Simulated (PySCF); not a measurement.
## Two-photon absorption: SMILES C1C(OC)C1, C₄H₈O

Cartesian coordinates in Å; atom numbers follow the order of the lines, from 1:
```xyz
13

C     1.7227   -0.7038   -0.6115
O     0.3548   -0.6262   -0.9221
C    -0.4233   -0.3726    0.1952
C    -1.7028    0.3389   -0.0344
C    -0.5710    1.0384    0.6736
H     1.9287   -1.5227    0.0907
H     2.0873    0.2321   -0.1698
H     2.2572   -0.8944   -1.5421
H    -0.3999   -1.1611    0.9474
H    -1.9025    0.6419   -1.0542
H    -2.5723    0.0382    0.5356
H    -0.6517    1.2247    1.7372
H    -0.0425    1.7993    0.1126
```

Method: TDDFT CAM-B3LYP/def2-TZVPD excited states, vertical, gas phase in PySCF. Geometry: PBE0-D3(BJ)/def2-TZVP.

Question: Give the one- and two-photon strengths of the lowest singlets.

Answer: δ for parallel linear polarisation; σ at the peak of a Lorentzian of half width 0.1 eV, single beam; Ω is circular over linear.
| state | E (eV) | f | photon λ (nm) | δ (au) | σ (GM) | Ω | main |
| --- | --- | --- | --- | --- | --- | --- | --- |
| S1 | 6.85 | 0.013 | 362 | 45.6 | 0.78 | 1.29 | HOMO→LUMO 0.88 |
| S2 | 7.30 | 0.012 | 340 | 23.9 | 0.47 | 0.95 | HOMO→LUMO+1 0.40, HOMO→LUMO+2 0.40 |
| S3 | 7.47 | 0.025 | 332 | 26.7 | 0.55 | 1.46 | HOMO→LUMO+1 0.48, HOMO→LUMO+2 0.40 |
| S4 | 7.56 | 0.012 | 328 | 35.2 | 0.74 | 0.56 | HOMO→LUMO+3 0.75, HOMO→LUMO+2 0.08 |
| S5 | 7.82 | 0.005 | 317 | 53.9 | 1.21 | 0.65 | HOMO−1→LUMO 0.58, HOMO−1→LUMO+1 0.27 |
| S6 | 8.12 | 0.021 | 305 | 22.3 | 0.54 | 1.47 | HOMO→LUMO+4 0.62 |

Among these, the strongest one-photon state is S3, the strongest two-photon state S5, with a dipole change of 5.3 D (relaxed, norm of the difference vector).
